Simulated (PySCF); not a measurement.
## Excitation energies in several basis sets

Compound: C4H8O.
SMILES: `C1CCOC1`

TDDFT with PBE0 (PySCF), vertical singlets, core orbitals frozen in the response, spherical d and f functions. One conformer (not necessarily the lowest) at the PBE0-D3(BJ)/def2-SVP geometry, without solvent, vibrations or thermal averaging.

| basis | functions | diffuse | S1 (eV) | S2 (eV) | S3 (eV) | S4 (eV) | S5 (eV) | LUMO (eV) | α (au) |
| --- | --- | --- | --- | --- | --- | --- | --- | --- | --- |
| 6-31G* | 86 | no | 8.10 | 8.83 | 9.03 | 9.64 | 9.94 | 2.71 | 43.5 |
| 6-31+G* | 106 | yes | 6.42 | 6.94 | 6.98 | 7.13 | 7.47 | 0.51 | 48.1 |
| def2-SVP | 110 | no | 7.36 | 8.13 | 8.64 | 8.96 | 9.19 | 1.74 | 44.6 |
| def2-SVPD | 167 | yes | 6.62 | 7.47 | 7.49 | 7.63 | 8.09 | 0.71 | 51.0 |
| aug-cc-pVDZ | 187 | yes | 5.97 | 6.49 | 6.58 | 6.74 | 7.28 | -0.06 | 52.4 |
| def2-TZVP | 203 | no | 6.95 | 7.82 | 8.09 | 8.30 | 8.53 | 1.17 | 50.1 |
| def2-TZVPD | 260 | yes | 6.27 | 6.96 | 7.06 | 7.17 | 7.72 | 0.33 | 52.2 |

**Question.** Compare the sets with the largest diffuse one.

**Answer.** States are compared by their number. Against the largest diffuse basis here (def2-TZVPD, itself not a converged limit), sets without diffuse functions differ by up to 1.83 eV in S1 and 2.22 eV in S5; the smaller diffuse sets differ by up to 0.35 and 0.44 eV. State by state, the largest deviation of a set without diffuse functions is S1 1.83, S2 1.87, S3 1.98, S4 2.47, S5 2.22 eV. The same number needn't mean the same state in each row. Against def2-TZVPD the polarisability deviates by -17% in 6-31G*, -8% in 6-31+G*, -14% in def2-SVP, -2% in def2-SVPD, 0% in aug-cc-pVDZ, -4% in def2-TZVP. A single + in a Pople set puts diffuse functions on heavy atoms only.
